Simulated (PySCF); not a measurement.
**Energy of P⁻ (phosphorus, charge -1) between two integer charges**

The 3p beta orbital of [Ne] 3s2 3p4 is emptied in steps (occupation f), with all orbitals relaxed, ending at [Ne] 3s2 3p3. All numbers are calculated (PySCF 2.14, no relativity, point nucleus, in aug-cc-pV(D+d)Z (5s4p3d, 32 functions)). The exact energy is a straight line in f; departures are measured from the line between the end points of the same method.

Among LDA, PBE, PBE0, r2SCAN, LC-wPBE, BHandHLYP, MN15, CAM-B3LYP, which shows the largest delocalisation error (convex curve), and which is closest to linear?

Most convex: LDA (-0.744 eV at f = 0.5); closest to linear: LC-wPBE (0.094 eV).

```
   f  LDA (eV)  PBE (eV)  PBE0 (eV)  r2SCAN (eV)  LC-wPBE (eV)  BHandHLYP (eV)  MN15 (eV)  CAM-B3LYP (eV)
   1     0.000     0.000      0.000        0.000         0.000           0.000      0.000           0.000
0.75    -0.543    -0.525     -0.356       -0.484         0.076          -0.210     -0.244          -0.163
 0.5    -0.744    -0.715     -0.483       -0.649         0.094          -0.294     -0.325          -0.230
0.25    -0.573    -0.543     -0.365       -0.485         0.068          -0.230     -0.235          -0.181
   0     0.000     0.000      0.000        0.000         0.000           0.000      0.000           0.000
```

```tsv
method	E(f=0) − E(f=1) (eV)	−ε at f=1 (eV)	−ε at f=0.5 (eV)
LDA	0.996	-1.813	0.915
PBE	0.845	-1.889	0.795
PBE0	0.753	-1.105	0.729
r2SCAN	0.754	-1.790	0.747
LC-wPBE	0.721	1.173	0.700
BHandHLYP	0.686	-0.372	0.635
MN15	0.705	-0.576	0.725
CAM-B3LYP	0.853	0.039	0.805
```

At f = 1 the orbital energy is positive for LDA, PBE, PBE0, r2SCAN, BHandHLYP, MN15: only the finite basis holds the electron.

Reference removal energy between the ground levels: 0.747 eV (measured; photodetachment measurements, as compiled on the Wikipedia data page of electron affinities). The calculation has no spin-orbit coupling.
